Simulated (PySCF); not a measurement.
PySCF input (B3PW91/6-31G* (5d)):

```python
from pyscf import gto, dft

mol = gto.M(
    atom='''
    O    -0.00000000   -0.00000000   -0.10780208
    H     0.00000000    0.00000000    0.86241660
    ''',
    basis='6-31g*',
    charge=-1,
    spin=0,
    verbose=4,
)

mf = dft.RKS(mol, xc='b3pw91')
mf.grids.level = 3
mf.conv_tol = 1e-9
mf.max_cycle = 100
mf.max_memory = 1500
mf.kernel()
if not mf.converged:
    mf = mf.newton()
    mf.kernel(mf.make_rdm1())
mf.dip_moment()
```

### Question
What final total energy does it give?

### Answer
-75.68887 Eh.
